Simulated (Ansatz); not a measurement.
Geometry optimisation, RKS PBE0-D4/6-31G* in Ansatz.

The input (input.yaml):

```yaml
crystal:
  periodic: [false, false, false]
  atoms:
    - { symbol: Mg, position_ang: [0.0408, -0.0511, 0.0084] }
    - { symbol: H, position_ang: [0.6449, 1.5516, 0.5242] }
    - { symbol: H, position_ang: [-0.6967, -1.5653, -0.5458] }
basis:
  gaussian: { orbitals: "6-31G*" }
hamiltonian:
  xc: pbe0
  dispersion: d4
relax:
  f_tol: 0.02
  max_steps: 40
```

Launched with:

```bash
$ ansatz run input.yaml --threads 1 --pin off --max-ram 2048MiB --backend cpu --events-out ev --progress --plain --runs-dir out
```

Where does it end, and by what steps?

The run converged. After 2 steps the energy has fallen by 0.039 eV; H2 moved furthest, 0.07 Å.

| step | energy less start (eV) | largest force component (eV/Å) | accepted |
| --- | --- | --- | --- |
| 0 | 0.0000 | 0.544 | yes |
| 1 | -0.0360 | 0.193 | yes |
| 2 | -0.0394 | 0.015 | yes |

```xyz
3
Properties=species:S:1:pos:R:3
Mg -0.004 -0.021 -0.004
H 0.644 1.482 0.512
H -0.651 -1.525 -0.521
```

Time of the run: 1 s on 1 CPU thread of a shared host.
